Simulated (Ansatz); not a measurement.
# CH4Al: the cost of one run

Computed with Ansatz 0.2.0, driven from Python. Level of theory: B3LYP/def2-SVP.

### Step 1. Starting point

Bond lengths: C1–Al2 1.978 Å, C1–H3 1.168 Å, C1–H4 1.074 Å, C1–H5 1.159 Å, Al2–H6 1.602 Å. Angles: C1–Al2–H6 121.3°, Al2–C1–H3 109.2°, Al2–C1–H4 110.0°, Al2–C1–H5 108.8°, H3–C1–H4 115.0°, H3–C1–H5 103.6°, H4–C1–H5 109.9°.

No structure file is read: the coordinates are typed or built in the script.

### Step 2. Script

relaxed_scan_ch4al.py reads:

```python
"""Relaxed scan of one distance in CH4Al."""

import ansatz as az
import numpy as np

BASIS_SET = "def2-SVP"
FUNCTIONAL = "B3LYP"

GEOMETRY = """
C    -0.14210   -0.40700   -0.50880
Al    0.96180    0.74120    0.66460
H    -1.21810   -0.49250   -0.06160
H     0.35450   -1.34390   -0.67850
H    -0.30850    0.13960   -1.51670
H     0.39450    1.29860    2.05480
"""

geometry = az.Crystal.molecule()
for line in GEOMETRY.strip().splitlines():
    symbol, *xyz = line.split()
    geometry = geometry.atom(symbol, [float(v) for v in xyz])

calc = (
    geometry.calculation()
    .basis(gaussian=BASIS_SET)
    .functional(FUNCTIONAL)
    .spin("collinear", total=1)
)
symbols = [site.symbol for site in geometry.cartesian_sites]
pairs = [(0, 1), (0, 2), (0, 3), (0, 4), (1, 5)]
print("held (A)   E (eV)        ", "  ".join(f"{symbols[i]}{i}-{symbols[j]}{j}" for i, j in pairs))
for length in [1.07, 1.16, 1.25, 1.39, 1.56]:
    summary = calc.relax(constraints=[az.DistanceConstraint((0, 4), at=length)], force_tolerance=0.02, max_steps=60).run().report
    xyz = np.array(summary["positions_ang"])
    print(f"{length:6.2f} {summary['free_energy_ev']:14.5f}  ", "  ".join(f"{np.linalg.norm(xyz[i] - xyz[j]):.3f}" for i, j in pairs))
```

### Step 3. The run

The run is started by

```bash
> python relaxed_scan_ch4al.py
```

**Question.** How long does this script take on 1 thread of Arm Neoverse V2, shared host, and how much memory does it need?

About 76 s, with a peak of 0.19 GiB.
